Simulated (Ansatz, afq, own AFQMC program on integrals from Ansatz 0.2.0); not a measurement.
Ge$_{2}$, quintet in cc-pVDZ, levels against CCSDT(Q)

```xyz
2

Ge    0.0000    0.0000    0.0000
Ge    0.0000    0.0000    2.3831
```

Basis cc-pVDZ. Noble-gas cores (and the filled d shells of Ga–Kr and In–Xe) are frozen. Integrals, coupled cluster, full CI and functionals: Ansatz 0.2.0; the random walks run on the same integrals in our own AFQMC program. The CISD trial takes its coefficients from CCSD amplitudes. Released means that phaseless walkers are propagated on without the constraint, phases kept. ± is one standard error of the sampling. No spin–orbit coupling.

Determinant: UHF, the one that the program's search chose, which needn't be the lowest solution. The geometry is a PBE0/def2-TZVP stationary point of this or a neighbouring charge and spin state.

No full CI on the walks' own integrals is used here; CCSDT(Q) serves as the reference and is uncertain by about the last step of the cluster series.

Cautions: no relativity below Rb; no spin-orbit coupling; inner d shell frozen; another spin lies lower (by 1.21 eV).

* T1 diagnostic: 0.0127
* weight of the determinant in the CISD state: 0.889
* ⟨S²⟩ of the determinant: 6.011
* size of the correlated space: 8 electrons in 26 orbitals

```csv
level,correlation energy (eV)
MP2,-2.8289
CCSD,-3.5493
CCSD(T),-3.6767
```

(1) Estimate where phaseless AFQMC with a CISD trial lies against CCSD(T) on the same integrals.

(1) 2.3 ± 0.7 kJ/mol below CCSD(T).

Reference: CCSDT(Q), correlation energy -3.716 eV. The released energy is read at 2.40 1/Eh (meV from the phaseless value at times in 1/Eh: 0 ± 8 at 0.24, 2 ± 6 at 0.51, 4 ± 7 at 0.99, -7 ± 6 at 1.62, -8 ± 7 at 2.40).

```csv
level,E − E(reference) (kJ/mol),share of correlation (%)
CCSD(T),3.8,98.94
CCSDT,0.8,99.77
ph-AFQMC/CISD,1.5 ± 0.7,99.59
released AFQMC,0.7 ± 0.7,99.80
```

A walk keeps the symmetry of its determinant, which the program's search chose and which needn't be the lowest solution, so a lower state of the same spin and another symmetry isn't excluded. Released energies are given only where the last usable release times agree within the noise; a slower fall can still hide under it.
